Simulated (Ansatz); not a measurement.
A calculation with Ansatz (development build ahead of 0.2.0).

```yaml
crystal:
  periodic: [false, false, false]
  atoms:
    - { symbol: Si, position_ang: [0.0, 0.0, -0.12343] }
    - { symbol: H, position_ang: [0.0, 1.00854, 0.86398] }
    - { symbol: H, position_ang: [0.0, -1.00854, 0.86398] }
basis:
  gaussian: { orbitals: cc-pVDZ }
hamiltonian:
  xc: hf
correlation:
  method: mp2
  frozen_orbitals: { H: 0, Si: 5 }
```

The input is written out in the form of the current development build from the run's settings.

Results

| Quantity | Value |
| --- | --- |
| Converged | yes |
| Reference energy | -290.00933 hartree |
| Correlation energy | -0.08810 hartree |
| Total energy | -290.09744 hartree |
| Spin squared of the determinant | 0.000 |
